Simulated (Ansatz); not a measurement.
Cost and result for the atomization energy of C$_{4}$H$_{8}$O (`CCC(C)=O`) (13 atoms, 12 bonds).

Z-matrix (Å, degrees):
```
C
C 1 1.513
H 1 1.092 2 110.8
H 1 1.091 2 110.9 3 120.5
H 1 1.091 2 110.9 3 -120.6
C 2 1.511 1 113.8 3 179.9
H 2 1.097 1 111.4 3 58.3
H 2 1.097 1 111.4 3 -58.3
O 6 1.206 2 122.0 1 -1.0
C 6 1.506 2 116.3 1 178.9
H 10 1.088 6 110.1 2 178.1
H 10 1.094 6 110.1 2 -61.0
H 10 1.093 6 110.4 2 56.7
```

Total charge 0; spin multiplicity 1. All single points use the PBE0-D4/def2-TZVP geometry. It is one conformer, not always the lowest. Program: Ansatz. All runs use 4 threads of a server CPU on a shared host. Times are those of one run each, without the atoms' runs, and a repeat can differ threefold. Electronic energies, without spin–orbit coupling; frozen cores. CCSD(T)/CBS adds CCSD(T) − MP2 in def2-TZVPP to the MP2 limit, and its time is that of the two runs behind it. T1 = 0.013. HSE06 is the plane-wave form, built on full-range PBE exchange.

CCSD(T)/CBS is a level of theory with its own doubt, some kJ/mol a heavy atom from the limit and from the frozen cores, so smaller differences don't rank the functionals.

```json
{"level": "PBE-D4/def2-TZVPP (with forces)", "functions": "267", "atomization (kJ/mol)": "5456.0", "difference from CCSD(T)/CBS": "132.4", "per bond": "11.0"}
{"level": "HSE06-D4/def2-TZVPP", "functions": "267", "atomization (kJ/mol)": "5367.0", "difference from CCSD(T)/CBS": "43.4", "per bond": "3.6"}
{"level": "PBE0-D4/def2-TZVPP", "functions": "267", "atomization (kJ/mol)": "5363.3", "difference from CCSD(T)/CBS": "39.7", "per bond": "3.3"}
{"level": "r2SCAN-D4/def2-TZVPP (with forces)", "functions": "267", "atomization (kJ/mol)": "5346.2", "difference from CCSD(T)/CBS": "22.6", "per bond": "1.9"}
{"level": "CCSD(T)/def2-TZVPP", "functions": "267", "atomization (kJ/mol)": "5206.3", "difference from CCSD(T)/CBS": "-117.3", "per bond": "-9.8"}
{"level": "CAM-B3LYP-D4/def2-TZVPP", "functions": "267", "atomization (kJ/mol)": "5355.4", "difference from CCSD(T)/CBS": "31.8", "per bond": "2.6"}
{"level": "BHLYP-D4/def2-TZVPP", "functions": "267", "atomization (kJ/mol)": "5180.9", "difference from CCSD(T)/CBS": "-142.7", "per bond": "-11.9"}
{"level": "CCSD(T)/CBS(def2)", "functions": "–", "atomization (kJ/mol)": "5323.6", "difference from CCSD(T)/CBS": "0.0", "per bond": "0.0"}
{"level": "B2PLYP/def2-TZVPP", "functions": "267", "atomization (kJ/mol)": "5284.2", "difference from CCSD(T)/CBS": "-39.4", "per bond": "-3.3"}
{"level": "LDA (SPW92)/def2-TZVPP", "functions": "267", "atomization (kJ/mol)": "6090.0", "difference from CCSD(T)/CBS": "766.4", "per bond": "63.9"}
{"level": "MP2/def2-QZVPP", "functions": "525", "atomization (kJ/mol)": "5352.6", "difference from CCSD(T)/CBS": "29.0", "per bond": "2.4"}
{"level": "CCSD(T)/def2-SVP", "functions": "110", "atomization (kJ/mol)": "5125.3", "difference from CCSD(T)/CBS": "-198.3", "per bond": "-16.5"}
{"level": "B97M-V/def2-TZVPP", "functions": "267", "atomization (kJ/mol)": "5338.5", "difference from CCSD(T)/CBS": "14.9", "per bond": "1.2"}
```

(1) Order the runs by time, with rough figures. (An estimate is asked.)

Answers

(1) Computed: LDA (SPW92)/def2-TZVPP 1 s; PBE0-D4/def2-TZVPP 2 s; PBE-D4/def2-TZVPP (with forces) 2.1 s; BHLYP-D4/def2-TZVPP 2.1 s; HSE06-D4/def2-TZVPP 2.2 s; CAM-B3LYP-D4/def2-TZVPP 2.4 s; r2SCAN-D4/def2-TZVPP (with forces) 3.5 s; B2PLYP/def2-TZVPP 4.4 s; CCSD(T)/def2-SVP 4.8 s; B97M-V/def2-TZVPP 7.5 s; MP2/def2-QZVPP 20 s; CCSD(T)/def2-TZVPP 2.4 min; CCSD(T)/CBS(def2) 2.7 min.

In def2-TZVPP, CCSD(T) changes the Hartree–Fock value by +1250.7 kJ/mol (the triples alone add +73.2 kJ/mol) and MP2 by +1328.1 kJ/mol; breaking electron pairs costs correlation energy, which Hartree–Fock lacks. From r2SCAN to r2SCAN0 (25 % exact exchange), in def2-TZVPP and without D4, the atomization energy moves by −73.3 kJ/mol: exact exchange takes away binding that semilocal exchange gives to molecules. At CCSD(T), def2-SVP lies −198.3 kJ/mol from the extrapolated value and def2-TZVPP −117.3 kJ/mol: correlation converges slowly with the basis, and small sets miss more of it in the bonded molecule than in its fragments.
